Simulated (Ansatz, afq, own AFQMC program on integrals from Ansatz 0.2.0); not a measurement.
AFQMC on a folder of integrals that Ansatz 0.2.0 wrote.

```yaml
crystal:
  periodic: [false, false, false]
  atoms:
    - {symbol: Ge, position_ang: [-0.001380, -0.002493, 0.002499]}
    - {symbol: H, position_ang: [0.559923, 1.031432, 1.035091]}
    - {symbol: H, position_ang: [-0.466271, -0.842508, 0.844509]}
    - {symbol: H, position_ang: [-0.560604, 1.028324, -1.034318]}
    - {symbol: H, position_ang: [0.566403, -1.037546, -1.025408]}
basis:
  gaussian: {orbitals: cc-pVDZ}
total_charge: 1
magnetization: {spin_polarized: true, initial_magnetization: 1}
correlation: {method: ccsd_t, electrons: outside_noble_gas, hamiltonian_folder: ham}
```

```sh
$ ansatz run in.yaml --threads 1 --pin off --events-out ev --progress --plain --max-ram 1382MiB
```

afq runs on the folder ham with

```
--method phaseless --trial hf --walkers 120 --populations 1 --least-time 40 --time-step 0.005 --steps-per-block 20 --equilibration-blocks 112 --max-blocks 600 --target-error 0.0009600 --factor-cut 1e-05 --start spin_pure --seed 1731 --taylor-order 6
```

Times are imaginary, in 1/Eh. The walk had a cap of 689 s. Filled inner d shells are frozen with the cores.

Log:

```
orbitals 33  electrons 4 3  factors 266 of 497
reference energy -2077.19502437 Eh
CCSD correlation -0.12802583 Eh in 12 cycles, weight of the determinant in the CISD state 0.9048
energy of the start -2077.196035 Eh
 block  time / (1/Eh)  mean weight  energy / Eh
     1     0.100  1.0005  -2077.217851
     2     0.200  1.0010  -2077.233725
     3     0.300  1.0003  -2077.248131
     4     0.400  1.0007  -2077.256871
     5     0.500  1.0010  -2077.264048
     7     0.700  1.0005  -2077.282195
     9     0.900  1.0011  -2077.293379
    18     1.800  1.0000  -2077.314090
    52     5.200  0.9997  -2077.317198
    86     8.600  0.9987  -2077.323664
   103    10.300  0.9996  -2077.305139
   120    12.000  1.0009  -2077.328198
   154    15.400  0.9997  -2077.332421
   188    18.800  0.9999  -2077.334790
   222    22.200  1.0017  -2077.340830
   256    25.600  1.0003  -2077.327310
   290    29.000  0.9994  -2077.310940
   324    32.400  1.0003  -2077.318143
   358    35.800  1.0000  -2077.319124
   392    39.200  0.9994  -2077.328123
   426    42.600  1.0001  -2077.332341
   460    46.000  1.0015  -2077.339556
   494    49.400  0.9983  -2077.322759
   528    52.800  0.9987  -2077.329140
   562    56.200  0.9988  -2077.312907
   596    59.600  0.9989  -2077.316438
   630    63.000  1.0010  -2077.318266
   664    66.400  1.0008  -2077.322771
   698    69.800  0.9995  -2077.339778
blocks merged  error / Eh  count
     1  0.000357  600
     2  0.000478  300
     4  0.000639  150
     8  0.000818  75
    16  0.000998  37
    32  0.001227  18
    64  0.001335  9
energy -2077.324784 +/- 0.001227 Eh
(rows thinned)
```

The run passed its tests (sampling time, drift between the halves within three errors, error under three times the target), which doesn't prove that it has relaxed.

Against this walk (error 33.4 meV) on the same determinant: CCSD(T) 33.0 meV lower (within the noise), CCSDT(Q) 60.4 meV lower (within the noise), a separate phaseless walk with a CISD trial and standard settings 36.3 ± 33.6 meV lower (within the noise). The error is statistical and leaves out the bias of the constraint.

Cautions: constraint bias not in the error; error above the target (33.4 against 26.1 meV); no relativity below Rb; no spin-orbit coupling; inner d shell frozen.

The walk took 110 s on 1 thread of Intel(R) Xeon(R) 6975P-C (Granite Rapids), on a shared host. The log's last line is the phaseless energy.

CCSDT and higher add their correlation energy to the determinant of the CCSD(T) run, since their own runs factorise the integrals more tightly (a shift of under 2 meV). A walk keeps the symmetry of its determinant, which the program's search chose and which needn't be the lowest solution, so a lower state of the same spin and another symmetry isn't excluded.
